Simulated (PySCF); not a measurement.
Species: C5H12N (doublet state).
Geometry (GFN2-xTB, Å), atoms numbered from 1 in this order:
```xyz
18
C5H12N angstrom
C      2.6966    0.4486    0.3641
C      1.4887   -0.2281   -0.2739
N      0.2976    0.1588    0.3556
C     -0.9141   -0.1100   -0.3136
C     -1.6378   -1.2585    0.4171
C     -1.7901    1.1501   -0.2619
H      3.6187    0.0778   -0.0771
H      2.7059    0.2522    1.4322
H      2.6390    1.5234    0.2151
H      1.6013   -1.3253   -0.1702
H      1.4651   -0.0415   -1.3656
H     -0.7643   -0.4075   -1.3705
H     -1.0451   -2.1689    0.3619
H     -2.6061   -1.4359   -0.0440
H     -1.7757   -0.9933    1.4614
H     -2.7634    0.9483   -0.7019
H     -1.9144    1.4604    0.7713
H     -1.3105    1.9558   -0.8118
```

The hyperfine couplings belong to this conformer and change with its torsions.

The species is `CC([N]CC)C` [radical].

Method used: UKS B3LYP, pcH-1 on C H N, non-relativistic, mean-field spin-orbit, GIAO (PySCF). One conformer (not necessarily the lowest) at the GFN2-xTB geometry, without solvent, vibrations or thermal averaging. The geometry wasn't refined by DFT: couplings that depend on bond lengths, twists or pyramidal angles can differ widely from those at the functional's own minimum. The SCF solution wasn't tested for stability.

(1) Break the g tensor into its mass correction, gauge correction and orbital-Zeeman/spin–orbit terms.

(2) How much does each term add to the isotropic shift?

(3) What are the electron Larmor frequencies g μB B/h along the three axes at 330 mT?

(4) At 93.752 GHz, how far is the centre of the isotropic spectrum from where a free electron (g = 2.002319) resonates?

(5) In a frozen sample, at which fields do the three g values resonate at 9.5, 34, 94 and 263 GHz (hyperfine left aside), and which band first spreads them over more than twice a line width of 0.3 mT?

Results:

(1) 
```csv
Δg (ppm),1,2,3
relativistic mass correction,-212,-212,-212
gauge correction,-8,51,35
orbital Zeeman/spin–orbit,2,1588,4989
total,-218,1427,4812
```

So g = 2.00210, 2.00375, 2.00713 and g_iso = 2.00433; the tensor is rhombic: the two nearest values differ by 33 % of g3 − g1. 

(2) The orbital-Zeeman/spin–orbit term 2193, the mass correction -212 and the gauge correction 26 ppm, for a total of 2007 ppm. The orbital-Zeeman/spin–orbit term is the largest in size. The mass correction is the same along every axis, so the anisotropy comes from the other two: their spans along these axes are 59 (gauge) and 4987 ppm (orbital Zeeman/spin–orbit).

(3) 9.2472, 9.2548, 9.2705 GHz for g1, g2 and g3, a range of 23.2 MHz.

(4) B = hν/(g μB) with μB/h = 13.99624 MHz/mT gives 3345.30 mT for the free electron and 3341.96 mT at g_iso, 3.35 mT lower.

(5) 
| band | GHz | B(g3) mT | B(g2) mT | B(g1) mT | spread mT |
| --- | --- | --- | --- | --- | --- |
| X | 9.5 | 338.17 | 338.74 | 339.02 | 0.85 |
| Q | 34.0 | 1210.30 | 1212.34 | 1213.34 | 3.04 |
| W | 94.0 | 3346.11 | 3351.77 | 3354.52 | 8.41 |
| J | 263.0 | 9362.00 | 9377.81 | 9385.52 | 23.52 |

The spread grows in proportion to the frequency. X band is the first where it exceeds 0.6 mT.

The Mulliken spin populations are largest on N3 (+0.89), H10 (+0.09) and C2 (-0.07). No atom but N3 exceeds +0.15.

The HOMO–LUMO gaps are 7.66 eV among the α and 4.47 eV among the β orbitals.
